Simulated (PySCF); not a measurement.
Can point charges reproduce the dipole moment of diketocyclobutene, `O=c1ccc1=O`?

Coordinates (PBE0-D3(BJ)/def2-SVP, Å) and charges (e) from the PBE0/pcSseg-1 density (PySCF):

| atom | x | y | z | Mulliken | IAO | Hirshfeld | ESP-fitted |
| --- | --- | --- | --- | --- | --- | --- | --- |
| O1 | 2.154 | -0.717 | 0.359 | -0.2997 | -0.3497 | -0.2130 | -0.4209 |
| C2 | 1.042 | -0.337 | 0.179 | +0.2704 | +0.3206 | +0.1427 | +0.4497 |
| C3 | -0.302 | -0.967 | -0.094 | -0.0976 | -0.1519 | -0.0092 | -0.2223 |
| C4 | -0.955 | 0.218 | -0.159 | -0.0977 | -0.1518 | -0.0092 | -0.1886 |
| C5 | 0.281 | 1.040 | 0.110 | +0.2705 | +0.3205 | +0.1427 | +0.4140 |
| O6 | 0.544 | 2.195 | 0.218 | -0.2998 | -0.3497 | -0.2130 | -0.4120 |
| H7 | -0.629 | -2.002 | -0.203 | +0.1270 | +0.1811 | +0.0795 | +0.1937 |
| H8 | -1.998 | 0.484 | -0.339 | +0.1269 | +0.1810 | +0.0794 | +0.1865 |

Q: Compute μ = Σ q r for each scheme (1 e·Å = 4.803 D) and compare with the dipole of the full density.

A: The full density gives (-3.81, -2.14, -0.80) D, 4.44 D in size; dipole vectors point from the negative to the positive end.

| scheme | μx | μy | μz | size (D) | share of the full size (%) | angle to the full dipole (°) |
| --- | --- | --- | --- | --- | --- | --- |
| Mulliken | -3.18 | -1.79 | -0.67 | 3.71 | 83 | 0 |
| IAO | -3.86 | -2.17 | -0.81 | 4.51 | 101 | 0 |
| Hirshfeld | -2.80 | -1.58 | -0.59 | 3.27 | 74 | 0 |
| ESP-fitted | -3.81 | -2.15 | -0.80 | 4.45 | 100 | 0 |

Q: Which set comes closest?

A: Length of the difference vector: ESP-fitted 0.01 D, IAO 0.06 D, Mulliken 0.73 D, Hirshfeld 1.17 D. Closest: ESP-fitted. ESP charges are fitted to the potential around the molecule, whose slowest-falling term is the dipole's. 

Q: What is left for the Hirshfeld atoms' own dipoles?

A: The Hirshfeld atoms' densities add up to the full density, so μ = Σ q r + Σ (atomic dipoles). The atomic dipoles sum to (-3.81, -2.14, -0.80) − (-2.80, -1.58, -0.59) = (-1.01, -0.56, -0.21) D, 1.17 D in size.

Q: With the origin at the mean of the coordinates, (0.017, -0.011, 0.009) Å, which are the largest single terms, by size, of the Mulliken dipole along the direction of the full one?

A: O6 +2.24, O1 +2.24, C5 -0.98, C2 -0.98, H7 +0.95 D; all 8 atoms together +3.71 D. The single terms depend on the origin, their sum doesn't.

Q: Give the size of the full dipole in other units.

A: 4.44 D = 1.747 au = 0.925 e·Å = 14.81 × 10⁻³⁰ C·m.

Isolated species at its PBE0-D3(BJ)/def2-SVP geometry, gas phase.
